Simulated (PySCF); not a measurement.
CH₃, SMILES [CH3], multiplicity 2.

Geometry optimised at TPSSh-D3(BJ)/def2-TZVPD. The isomer is the one that the SMILES or the coordinates give; other isomers of the formula were not compared.

The numbers are results of PBE/def2-TZVPD (PySCF), not measurements.

The molecule is in vacuum.

```
Item                                                                                                             Value
---------------------------------------------------------------------------------------------  -----------------------
total energy                                                                                         -39.78831 hartree
point group                                                                                                        D3h
α spin, highest occupied and lowest empty level                                                     -5.40 and -0.03 eV
β spin, highest occupied and lowest empty level                                                     -9.97 and -2.89 eV
dipole moment                                                                                                   0.00 D
quadrupole, principal values (traceless, Buckingham form, about the centre of nuclear charge)    -1.82, 0.91, 0.91 D·Å
mean static polarisability                                                                        16.7 bohr³ (2.48 Å³)
polarisability, principal values                                                                16.7, 16.7, 16.7 bohr³
⟨S²⟩                                                                                           0.754 (pure state 0.75)
```
